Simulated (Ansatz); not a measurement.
Compare A (`C1COC1`) with its isomer B (`C/C=C/O`).

Isolated molecules relaxed with PBE0-D4/def2-TZVP in Ansatz; ΔE leaves out vibrations. CCSD(T)/CBS is the MP2 limit (def2-TZVPP, def2-QZVPP) plus CCSD(T) − MP2 in def2-TZVPP, frozen cores. DFT in def2-TZVPP. B3LYP here is the variant with VWN-RPA as its local correlation; programs differ in this. Each species was taken in one conformer, which may not be the lowest.

(1) Which is lower in electronic energy at CCSD(T)/CBS, and by how much? (Best estimate.)

(2) Give E(B) − E(A) in kJ/mol with BLYP-D4, ωB97M-V, PBE0-D4, B2PLYP, HF/def2-TZVPP, B3LYP, CCSD/def2-TZVPP. (An estimate is asked.)

(3) Does the order hold for the free energy at 298.15 K (harmonic terms from PBE0-D4)? (Estimate.)

Largest T1 diagnostic: 0.011.

Results:

(1) Ansatz gave: B, by 67.4 kJ/mol.

(2) The calculation gave: BLYP-D4 -80.9, ωB97M-V -61.9, PBE0-D4 -59.3, B2PLYP -72.0, HF/def2-TZVPP -67.5, B3LYP -75.8, CCSD/def2-TZVPP -61.6. None reverses the order clearly.

(3) Ansatz gave: Yes: G(B) − G(A) = -74.5 kJ/mol, for one conformer each. Modes under 60 cm⁻¹, often nearly free rotors, make the harmonic entropy too high.

From PBE to PBE0 (25 % exact exchange), in def2-TZVPP and without D4, E(B) − E(A) moves by +7.7 kJ/mol. Leaving LDA and LC-ωPBE aside and taking each functional with its dispersion term where it has one, the values, not all of them listed here, spread over 30.1 kJ/mol, from BLYP-D4 to ωB97X-V. LDA lies +6.2 kJ/mol from PBE without D4.
